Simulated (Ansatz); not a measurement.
The first iterations of a band of C3H6O2 (11 atoms, charge 0, multiplicity 1).

The calculation used RKS revPBE-D4/def2-SVP in Ansatz.

```
movable images  : 5
climbing image  : yes
spring          : 5.0 eV/Å²
optimiser       : quadratic models (default)
start path      : through a guess of the saddle point
force threshold : 0.03 eV/Å
iteration limit : 60
end points      : relaxed
```

Initial state:

```xyz
11
Properties=species:S:1:pos:R:3
C -1.373 0.789 0.630
O -0.652 1.174 -0.524
C 0.428 0.401 -0.859
C 0.888 -0.696 -0.209
O 2.002 -1.365 -0.681
H -2.202 1.513 0.751
H -0.733 0.812 1.544
H -1.797 -0.238 0.529
H 0.930 0.771 -1.766
H 0.411 -1.094 0.700
H 2.163 -2.122 -0.093
```

Final state:

```xyz
11
Properties=species:S:1:pos:R:3
C -1.386 0.832 0.600
O -0.569 1.093 -0.528
C 0.476 0.232 -0.736
C 0.825 -0.847 0.010
O 1.889 -1.678 -0.250
H -2.171 1.611 0.618
H -0.802 0.878 1.550
H -1.867 -0.173 0.535
H 1.048 0.520 -1.635
H 0.282 -1.165 0.911
H 2.340 -1.359 -1.055
```

| iteration | highest image above the first end (eV) | largest band force component (eV/Å) |
| --- | --- | --- |
| 1 | 2.531 | 26.126 |
| 2 | 0.121 | 1.396 |

Does the band converge within its limit, and where does its top end?

The forces met the threshold. It ended after 8 iterations with the highest image 0.069 eV above the first end. A vibrational analysis at the climbing image gives one clearly imaginary mode, 318i cm⁻¹: a first-order saddle point.

The run took 39 s on 2 threads of Intel(R) Xeon(R) 6975P-C (Granite Rapids) (shared host), peak memory 0.15 GiB.
